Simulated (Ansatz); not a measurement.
MgO, SMILES `[O]=[Mg]`. The species carries charge 0 and has multiplicity 1.

Z-matrix (Å, degrees):
```
O
Mg 1 1.733
```

**Question.** What are the harmonic wavenumbers in cm⁻¹ at PBE0-D4/def2-TZVP (Ansatz, finite differences of forces, unscaled)? (An estimate is asked.)

**Answer.** The calculation gave: 830.

**Question.** Is this a minimum?

**Answer.** Yes, all 1 modes are real.

**Question.** Give the ideal-gas thermochemistry at 298.15 K and 1 bar (rigid rotor, harmonic oscillator; point group C∞v, symmetry number 1).

**Answer.** Zero-point energy 5.0 kJ/mol; H(298) − E = 13.8 kJ/mol; entropy 212.9 J/(mol·K), of which translation 155.0, rotation 57.2, vibration 0.8; G(298) − E = -49.7 kJ/mol.

**Question.** And at 400, 500, 600, 800 and 1000 K?

**Answer.** 
| T (K) | H − E (kJ/mol) | S (J/mol/K) | G − E (kJ/mol) |
| --- | --- | --- | --- |
| 400 | 17.1 | 222.4 | -71.8 |
| 500 | 20.5 | 230.0 | -94.5 |
| 600 | 24.0 | 236.3 | -117.8 |
| 800 | 31.1 | 246.6 | -166.1 |
| 1000 | 38.4 | 254.7 | -216.3 |
